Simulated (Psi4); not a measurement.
# HNO3 (SMILES O=NOO): a chain of runs

Aim: a structure relaxation (CAM-B3LYP/3-21G), then vibrational wavenumbers, then a single-point energy (MP2/def2-TZVPP), then the vertical excitations (TD-CAM-B3LYP/3-21G) of HNO3. 

The results are computed with Psi4 1.11.

**1. The system as given**

HNO3 has 5 atoms, charge 0, and is taken as a singlet. SMILES: `O=NOO`. All atoms were displaced at random from a relaxed shape. The run starts from this shape.

Bond lengths: O1–N2 1.238 Å, N2–O3 1.299 Å, O3–O4 1.403 Å, O4–H5 1.052 Å. Angles: O1–N2–O3 114.7°, N2–O3–O4 116.1°, O3–O4–H5 98.7°.

**2. A geometry optimisation at CAM-B3LYP/3-21G (density fitting) (run 1)**

Contents of calc.py:

```python
import psi4

psi4.set_memory('1600 MB')
psi4.set_num_threads(1)
psi4.core.set_output_file('output.dat', False)

mol = psi4.geometry("""
0 1
O      0.142018    -0.858509     0.993139
N     -0.872183    -0.671832     0.307555
O     -0.770714     0.286676    -0.562622
O      0.527225     0.757704    -0.812435
H      1.027659     0.273368    -0.023593
""")

psi4.set_options({
    'geom_maxiter': 60,
})

e_tot = psi4.optimize('cam-b3lyp/3-21G')
print('E =', round(e_tot, 9))
print(mol.to_string(dtype='xyz', units='Angstrom'))
for k, v in sorted(psi4.core.scalar_variables().items()):
    print(f'{k:45s} {v:18.10f}')
```

Launch:

```
$ python calc.py
```

output.dat:

```text
[...]
  Running in c1 symmetry.
[...]
  Nuclear repulsion =  123.874117405259057
[...]
  Multiplicity = 1
[...]
  Nalpha       = 16
  Nbeta        = 16
[...]
    Number of basis functions: 38
[...]
   @DF-RKS iter   1:  -279.01853642345060   -4.12391e-01   1.42408e-02 DIIS/ADIIS
[...]
   @DF-RKS iter   9:  -279.16418931973368   -3.86535e-12   8.54689e-09 DIIS
[...]
    Orbital Energies [Eh]
    ---------------------
    Doubly Occupied:
       1A    -19.253745     2A    -19.243575     3A    -19.195165
       4A    -14.545737     5A     -1.351809     6A     -1.214312
       7A     -1.024950     8A     -0.766652     9A     -0.673921
      10A     -0.595760    11A     -0.583277    12A     -0.491548
      13A     -0.478131    14A     -0.475788    15A     -0.391749
      16A     -0.353841
[...]
  @DF-RKS Final Energy:  -279.16418931973368
   => Energetics <=
    Nuclear Repulsion Energy =            118.6442941126062181
    One-Electron Energy =                -617.7973988230369287
    Two-Electron Energy =                 244.0716747354011318
    DFT Exchange-Correlation Energy =     -24.0827593447040975
    Empirical Dispersion Energy =           0.0000000000000000
    VV10 Nonlocal Energy =                  0.0000000000000000
    Total Energy =                       -279.1641893197336799
[...]
 Multipole Moments:
 ------------------------------------------------------------------------------------
     Multipole            Electronic (a.u.)      Nuclear  (a.u.)        Total (a.u.)
 ------------------------------------------------------------------------------------
 L = 1.  Multiply by 2.5417464519 to convert [e a0] to [Debye]
 Dipole X            :         -0.8335282            1.1379362            0.3044080
 Dipole Y            :         -0.5863104            0.3308899           -0.2554205
 Dipole Z            :          0.3909809           -0.0041833            0.3867976
 Magnitude           :                                                    0.5545415
[...]
  -Total Gradient:
     Atom            X                  Y                   Z
    ------   -----------------  -----------------  -----------------
       1        0.000094605589     0.000006559324     0.000003249898
       2       -0.000135284965    -0.000018076386     0.000021419322
       3        0.000055815083    -0.000016701546    -0.000010921872
       4        0.000005480812     0.000048200146    -0.000011343545
       5       -0.000004109158    -0.000020811460     0.000003710050
[...]
    Final optimized geometry and variables:
    Molecular point group: c1
    Full point group: C1
    Geometry (in Angstrom), charge = 0, multiplicity = 1:
    O            0.370288701157    -0.779213050991     1.001410141736
    N           -0.708888072369    -0.604531259570     0.452337500120
    O           -0.605485863798     0.393400727000    -0.642594150732
    O            0.779639052251     0.893103649726    -0.754759082941
    H            1.208851298247     0.348487596688    -0.001031468151
[...]
```

Wall time 54 s (1 thread of Intel Xeon Platinum 8259CL at 2.50GHz (Skylake/Cascade Lake), shared host); peak memory 0.35 GiB.

The path in brief:

```tsv
step	energy from the first frame kept (eV)	largest force (eV/Å)
0	0.0000	4.8640
1	-0.3042	2.6197
2	-0.4101	2.2671
3	-0.5386	1.1408
4	-0.5713	0.6090
5	-0.5500	0.8471
6	-0.5808	0.1537
7	-0.5833	0.1491
8	-0.5841	0.0574
9	-0.5843	0.0143
10	-0.5843	0.0071
```

After the run. Bond lengths: O1–N2 1.223 Å, N2–O3 1.485 Å, O3–O4 1.477 Å, O4–H5 1.024 Å. Angles: O1–N2–O3 111.4°, N2–O3–O4 110.4°, O3–O4–H5 99.0°.

**3. The harmonic vibrations at CAM-B3LYP/3-21G (density fitting) (run 2)**

Contents of hno3.xyz:

```xyz
5
HNO3
O      0.167091    -0.876985     0.972427
N     -0.912086    -0.702303     0.423354
O     -0.808683     0.295629    -0.671577
O      0.576441     0.795332    -0.783742
H      1.005654     0.250716    -0.030015
```

Contents of run.py:

```python
import psi4

psi4.set_memory(1600000000)
psi4.set_num_threads(1)
psi4.core.set_output_file('hno3.out', False)

with open('hno3.xyz') as f:
    atoms = ''.join(f.readlines()[2:])
geom = psi4.geometry('0 1\n' + atoms + '')

psi4.set_options({
    'basis': '3-21G',
    't': 600.0,
    'rotational_symmetry_number': 1,
})

e_tot, wfn = psi4.frequencies("cam-b3lyp", molecule=geom, return_wfn=True)
print(f'total energy {e_tot:.8f} hartree = {e_tot * 27.211386:.5f} eV')
print('wavenumbers / cm^-1:', wfn.frequencies().np.round(1))
for k in ('ZPVE', 'ENTHALPY', 'GIBBS FREE ENERGY'):
    print(f'{k}: {psi4.variable(k):.8f} Eh')
```

Launch:

```
$ python run.py
```

hno3.out:

```text
[...]
  Running in c1 symmetry.
[...]
  Nuclear repulsion =  118.644308475782054
[...]
  Multiplicity = 1
[...]
  Nalpha       = 16
  Nbeta        = 16
[...]
    Number of basis functions: 38
[...]
   @DF-RKS iter   1:  -279.06172852502817   -8.22799e-01   1.27515e-02 DIIS/ADIIS
[...]
   @DF-RKS iter  13:  -279.16418712721634   -6.82121e-13   3.89275e-09 DIIS
[...]
    Orbital Energies [Eh]
    ---------------------
    Doubly Occupied:
       1A    -19.253740     2A    -19.243506     3A    -19.195087
       4A    -14.545730     5A     -1.351782     6A     -1.214460
       7A     -1.025255     8A     -0.766745     9A     -0.673885
      10A     -0.595736    11A     -0.583274    12A     -0.491704
      13A     -0.478161    14A     -0.475898    15A     -0.391661
      16A     -0.353902
[...]
  @DF-RKS Final Energy:  -279.16418712721634
   => Energetics <=
    Nuclear Repulsion Energy =            118.6520756945752453
    One-Electron Energy =                -617.8114361065163394
    Two-Electron Energy =                 244.0785117316832498
    DFT Exchange-Correlation Energy =     -24.0833384469585212
    Empirical Dispersion Energy =           0.0000000000000000
    VV10 Nonlocal Energy =                  0.0000000000000000
    Total Energy =                       -279.1641871272163371
[...]
 Multipole Moments:
 ------------------------------------------------------------------------------------
     Multipole            Electronic (a.u.)      Nuclear  (a.u.)        Total (a.u.)
 ------------------------------------------------------------------------------------
 L = 1.  Multiply by 2.5417464519 to convert [e a0] to [Debye]
 Dipole X            :         -0.8332142            1.1379366            0.3047224
 Dipole Y            :         -0.5870306            0.3308900           -0.2561406
 Dipole Z            :          0.3923281           -0.0065794            0.3857487
 Magnitude           :                                                    0.5543156
[...]
  -Total Gradient:
     Atom            X                  Y                   Z
    ------   -----------------  -----------------  -----------------
       1        0.000163003860     0.000028123598     0.000041696765
       2       -0.000191101796    -0.000011485709    -0.000037650289
       3        0.000077141803    -0.000006045219    -0.000005082653
       4        0.000505344998    -0.000648936302     0.000958339882
       5       -0.000537822804     0.000637482722    -0.000951104320
[...]
  ==> Harmonic Vibrational Analysis <==
[...]
  Freq [cm^-1]                 361.4867            419.8224            527.5427
[...]
  IR activ [km/mol]            34.9409              6.2226             113.9210
[...]
  Freq [cm^-1]                 716.8330            837.8206           1015.3710
[...]
  IR activ [km/mol]            85.9179             31.5198              2.5312
[...]
  Freq [cm^-1]                1380.5812           1528.2644           3092.2799
[...]
  IR activ [km/mol]            91.8287             92.1914             11.3907
[...]
  Total E_0, Enthalpy at 0 [K]                                                         -279.14168099 [Eh]
[...]
  Total H, Enthalpy at  600.00 [K]                                                     -279.12866131 [Eh]
[...]
  Total G, Gibbs energy at  600.00 [K]                                                 -279.20196788 [Eh]
[...]
```

The script printed:

```text
Warning: used thermodynamics relations inappropriate for low-frequency modes: ['361.4867' '419.8224' '527.5427']
total energy -279.16418929 hartree = -7596.44451 eV
wavenumbers / cm^-1: [ 361.5  419.8  527.5  716.8  837.8 1015.4 1380.6 1528.3 3092.3]
ZPVE: 0.02250830 Eh
ENTHALPY: -279.12866131 Eh
GIBBS FREE ENERGY: -279.20196788 Eh
```

Run time: 2 min. Hardware: 1 thread of Intel Xeon Platinum 8259CL at 2.50GHz (Skylake/Cascade Lake), shared host; peak memory 0.34 GiB.

**4. A single-point energy at MP2/def2-TZVPP (density fitting, density fitting for correlation) (run 3)**

Contents of job.inp:

```
memory 1600 MB

molecule system {
  0 1
  O      0.167091    -0.876985     0.972427
  N     -0.912086    -0.702303     0.423354
  O     -0.808683     0.295629    -0.671577
  O      0.576441     0.795332    -0.783742
  H      1.005654     0.250716    -0.030015
  units angstrom
}

set globals {
  basis           def2-TZVPP
  num_frozen_docc 4
}

e_tot = energy("mp2")
```

Launch:

```
$ psi4 job.inp job.out -n 1
```

job.out:

```text
[...]
  Running in c1 symmetry.
[...]
  Nuclear repulsion =  118.644308475782054
[...]
  Multiplicity = 1
[...]
  Nalpha       = 16
  Nbeta        = 16
[...]
    Number of basis functions: 138
[...]
   @DF-RHF iter   1:  -279.36090966644775   -1.20202e+00   3.82177e-03 ADIIS/DIIS
[...]
   @DF-RHF iter  15:  -279.48609944845003   -5.57066e-12   6.57230e-09 DIIS
[...]
    Orbital Energies [Eh]
    ---------------------
    Doubly Occupied:
       1A    -20.707469     2A    -20.706266     3A    -20.662110
       4A    -15.843554     5A     -1.608984     6A     -1.470655
       7A     -1.259984     8A     -0.968828     9A     -0.814463
      10A     -0.742252    11A     -0.710998    12A     -0.624046
      13A     -0.612732    14A     -0.604678    15A     -0.510026
      16A     -0.495325
[...]
  @DF-RHF Final Energy:  -279.48609944845003
   => Energetics <=
    Nuclear Repulsion Energy =            118.6443084757820543
    One-Electron Energy =                -619.5760728768215131
    Two-Electron Energy =                 221.4456649525894250
    Total Energy =                       -279.4860994484500338
[...]
 Multipole Moments:
 ------------------------------------------------------------------------------------
     Multipole            Electronic (a.u.)      Nuclear  (a.u.)        Total (a.u.)
 ------------------------------------------------------------------------------------
 L = 1.  Multiply by 2.5417464519 to convert [e a0] to [Debye]
 Dipole X            :         -0.9310672            1.1379366            0.2068694
 Dipole Y            :         -0.6750327            0.3308900           -0.3441426
 Dipole Z            :          0.4596854           -0.0041837            0.4555018
 Magnitude           :                                                    0.6072158
[...]
```

Run time: 3.6 s. Hardware: 1 thread of Intel Xeon Platinum 8259CL at 2.50GHz (Skylake/Cascade Lake), shared host; peak memory 0.25 GiB.

**5. The excited states at TD-CAM-B3LYP/3-21G (density fitting, save jk yes) (run 4)**

Contents of hno3.py:

```python
import psi4

psi4.set_memory('1600 MB')
psi4.set_num_threads(1)
psi4.core.set_output_file('run.log', False)

m = psi4.geometry("""
0 1
O      0.31575623    -1.65726147     1.83762071
N     -1.72359274    -1.32716033     0.80002311
O     -1.52818939     0.55865784    -1.26909660
O      1.08931562     1.50295966    -1.48105773
H      1.90041064     0.47378458    -0.05672013
units au
symmetry c1
""")

options = {'basis': '3-21G', 'save_jk': True}
psi4.set_options(options)

from psi4.driver.procrouting.response.scf_response import tdscf_excitations
e, wfn = psi4.energy("cam-b3lyp", return_wfn=True)
states = tdscf_excitations(wfn, states=6, tda=False)
for k, s in enumerate(states, 1):
    print(f"root {k}: {s['EXCITATION ENERGY'] * 27.211386:.4f} eV  f = {s['OSCILLATOR STRENGTH (LEN)']:.4f}  {s['SYMMETRY']}")
print(f'cam-b3lyp energy: {e:.10f} Eh')
```

Launch:

```
$ python hno3.py
```

run.log:

```text
[...]
  Running in c1 symmetry.
[...]
  Nuclear repulsion =  118.644308468277728
[...]
  Multiplicity = 1
[...]
  Nalpha       = 16
  Nbeta        = 16
[...]
    Number of basis functions: 38
[...]
   @DF-RKS iter   1:  -279.06172873266223   -8.22799e-01   1.27515e-02 DIIS/ADIIS
[...]
   @DF-RKS iter  10:  -279.16418950554953   -1.81711e-08   4.92814e-07 DIIS
[...]
    Orbital Energies [Eh]
    ---------------------
    Doubly Occupied:
       1A    -19.253746     2A    -19.243573     3A    -19.195166
       4A    -14.545736     5A     -1.351808     6A     -1.214312
       7A     -1.024950     8A     -0.766652     9A     -0.673921
      10A     -0.595759    11A     -0.583277    12A     -0.491549
      13A     -0.478131    14A     -0.475788    15A     -0.391748
      16A     -0.353842
[...]
  @DF-RKS Final Energy:  -279.16418950554953
   => Energetics <=
    Nuclear Repulsion Energy =            118.6443084682777283
    One-Electron Energy =                -617.7974151480013916
    Two-Electron Energy =                 244.0716746932730246
    DFT Exchange-Correlation Energy =     -24.0827575190988341
    Empirical Dispersion Energy =           0.0000000000000000
    VV10 Nonlocal Energy =                  0.0000000000000000
    Total Energy =                       -279.1641895055495297
[...]
 Multipole Moments:
 ------------------------------------------------------------------------------------
     Multipole            Electronic (a.u.)      Nuclear  (a.u.)        Total (a.u.)
 ------------------------------------------------------------------------------------
 L = 1.  Multiply by 2.5417464519 to convert [e a0] to [Debye]
 Dipole X            :         -0.8335250            1.1379366            0.3044116
 Dipole Y            :         -0.5863148            0.3308900           -0.2554247
 Dipole Z            :          0.3909866           -0.0041837            0.3868029
 Magnitude           :                                                    0.5545491
[...]
**********                               WARNING                                **********
**********       The names of excited state variables changed between 1.5       **********
[...]
**********                               WARNING                                **********
**********  Length-gauge rotatory strengths are **NOT** gauge-origin invariant  **********
[...]
                                    Excitation Energy         Total Energy        Oscillator Strength             Rotatory Strength
[...]
Excited State    1 (1 A):   0.13151 au   346.47 nm f = 0.0021
[...]
Excited State    3 (1 A):   0.18221 au   250.07 nm f = 0.0007
[...]
Excited State    4 (1 A):   0.24055 au   189.41 nm f = 0.0019
[...]
Excited State    5 (1 A):   0.25605 au   177.95 nm f = 0.0018
[...]
Excited State    6 (1 A):   0.25976 au   175.41 nm f = 0.0090
[...]
**********                               WARNING                                **********
**********       The names of excited state variables changed between 1.5       **********
[...]
```

The script printed:

```text
root 1: 3.5785 eV  f = 0.0021  A
root 2: 4.3135 eV  f = 0.0242  A
root 3: 4.9581 eV  f = 0.0007  A
root 4: 6.5456 eV  f = 0.0019  A
root 5: 6.9674 eV  f = 0.0018  A
root 6: 7.0683 eV  f = 0.0090  A
cam-b3lyp energy: -279.1641895055 Eh
```

Wall time 12 s (1 thread of Intel Xeon Platinum 8259CL at 2.50GHz (Skylake/Cascade Lake), shared host); peak memory 0.32 GiB.

The roots found:

```tsv
excited state	energy (eV)	strength	label
1	3.578	0.0021	A 1
2	4.314	0.0242	A 1
3	4.958	0.0008	A 1
4	6.546	0.0019	A 1
5	6.967	0.0018	A 1
6	7.068	0.0090	A 1
```

**6. What came out**

```
                                                                      quantity             value
                               run 1, CAM-B3LYP/3-21G: total energy at the end     -279.16419 Eh
                                         run 1, CAM-B3LYP/3-21G: dipole moment            1.41 D
                                           run 1, CAM-B3LYP/3-21G: HOMO energy          -9.63 eV
                                           run 1, CAM-B3LYP/3-21G: LUMO energy          -1.90 eV
                                         run 1, CAM-B3LYP/3-21G: HOMO–LUMO gap           7.73 eV
                            run 2, CAM-B3LYP/3-21G: lowest harmonic wavenumber          361 cm⁻¹
                           run 2, CAM-B3LYP/3-21G: highest harmonic wavenumber         3092 cm⁻¹
                                     run 2, CAM-B3LYP/3-21G: zero-point energy       59.1 kJ/mol
run 2, CAM-B3LYP/3-21G: ideal-gas entropy at 600 K (symmetry number 1 as used)  76.7 cal/(mol K)
                                           run 3, MP2/def2-TZVPP: total energy     -280.43153 Eh
                    run 3, MP2/def2-TZVPP: HOMO energy (Hartree–Fock orbitals)         -13.48 eV
                    run 3, MP2/def2-TZVPP: LUMO energy (Hartree–Fock orbitals)           1.03 eV
                  run 3, MP2/def2-TZVPP: HOMO–LUMO gap (Hartree–Fock orbitals)          14.51 eV
            run 3, MP2/def2-TZVPP: correlation energy (4 core orbitals frozen)        -945.4 mEh
                  run 4, TD-CAM-B3LYP/3-21G: ground-state or mean-field energy     -279.16419 Eh
        run 4, TD-CAM-B3LYP/3-21G: dipole moment (CAM-B3LYP Kohn–Sham density)            1.41 D
         run 4, TD-CAM-B3LYP/3-21G: HOMO energy (CAM-B3LYP Kohn–Sham orbitals)          -9.63 eV
         run 4, TD-CAM-B3LYP/3-21G: LUMO energy (CAM-B3LYP Kohn–Sham orbitals)          -1.90 eV
       run 4, TD-CAM-B3LYP/3-21G: HOMO–LUMO gap (CAM-B3LYP Kohn–Sham orbitals)           7.73 eV
                           run 4, TD-CAM-B3LYP/3-21G: lowest excitation energy           3.58 eV
```

The optimisation (run 1, CAM-B3LYP/3-21G) took 11 steps and changed the energy by -0.584 eV. All 9 modes (run 2, CAM-B3LYP/3-21G) are real, so the shape is a minimum at this level. The brightest of the 6 transitions from the ground state lies at 4.31 eV (287 nm, f = 0.024); the lowest, at 3.58 eV, has f = 0.002.
